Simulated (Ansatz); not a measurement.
Corundum Cr2O3

Level of theory: LDA in Ansatz (PAW).

Numerical settings: plane-wave cutoff 520 eV, 8×8×8 k mesh, Fermi–Dirac smearing 0.01 eV, spin-polarised with opposed moments, scalar-relativistic PAW data made under PBE.

Cell: relaxed at this level.

- equilibrium volume per atom = 8.86 Å³/atom
- bulk modulus = 217 GPa
- band gap = 0.89 eV
- smallest direct gap on the k points sampled = 0.90 eV
- direct gap at Γ = 0.93 eV
- magnetic moment (largest site, within a sphere) = 1.88 μB
- pressure derivative B′ of the bulk modulus = 2.1

Measured, for comparison: band gap 3.3 ± 0.1 eV (temperature not stated, no zero-point or thermal correction, middle of the range; as tabulated in Medasani et al. (2019), arXiv:1904.04625); equilibrium volume per atom 9.64 Å³/atom (temperature not stated, no zero-point or thermal correction; as tabulated in Sawada, Mater. Res. Bull. 29, 239 (1994) (COD 9015000)); bulk modulus 234 GPa (temperature not stated, no zero-point or thermal correction, our sources range from 206 to 245; as tabulated in Toher et al. (2017), arXiv:1611.05714). Computed (rounded) less measured: band gap -2.41 eV, equilibrium volume per atom -8.1 %, bulk modulus not scored (sources differ).

Note: without U or exact exchange, gaps and moments of open d shells tend to come out too small; the bulk modulus comes from volumes at which shape and atoms were relaxed.

Moments are spin moments.

The result took very roughly 50 core-minutes.

Ansatz is an electronic-structure program.
